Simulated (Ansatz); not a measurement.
Relaxation of ClH$_{6}$NSi (9 atoms, charge 0, multiplicity 1), to a largest force component of 0.03 eV/Å in at most 50 steps.

Level of theory: Ansatz, RKS PBE-D4/def2-SVP.

```xyz
9
Properties=species:S:1:pos:R:3
Si 0.381 0.030 -0.046
Cl 0.525 -0.100 2.066
H 1.817 0.018 -0.500
H -0.232 1.328 -0.464
H -0.293 -1.182 -0.605
N -2.466 0.009 0.953
H -3.211 -0.666 0.731
H -2.945 0.886 1.201
H -2.027 -0.323 1.839
```

Question: Where does it end, and by what steps?

Answer: The forces met the threshold. The force dipped under the threshold on the way, but the program's further checks kept it going. After 16 steps the energy has fallen by 0.034 eV; H7 moved furthest, 0.60 Å.

```csv
step,energy less start (eV),largest force component (eV/Å),accepted
0,0.0000,0.422,yes
1,0.0091,1.004,no
2,-0.0072,0.251,yes
3,-0.0120,0.545,yes
4,-0.0222,0.155,yes
5,-0.0232,0.107,yes
6,-0.0258,0.016,yes
7,0.0032,0.896,no
8,-0.0265,0.028,yes
9,-0.0268,0.211,yes
10,-0.0291,0.141,yes
11,-0.0319,0.019,yes
12,-0.0283,0.379,no
13,-0.0329,0.082,yes
14,-0.0332,0.081,yes
15,-0.0339,0.066,yes
16,-0.0341,0.026,yes
```

```xyz
9
Properties=species:S:1:pos:R:3
Si 0.237 0.021 0.016
Cl 0.552 0.240 2.086
H 1.656 0.053 -0.509
H -0.452 1.193 -0.614
H -0.304 -1.322 -0.368
N -2.280 -0.044 0.994
H -3.082 -0.204 0.368
H -2.463 0.840 1.488
H -2.315 -0.777 1.715
```

Time of the run: 34 s on 1 thread of Arm Neoverse V2 (shared host), peak memory 0.12 GiB.
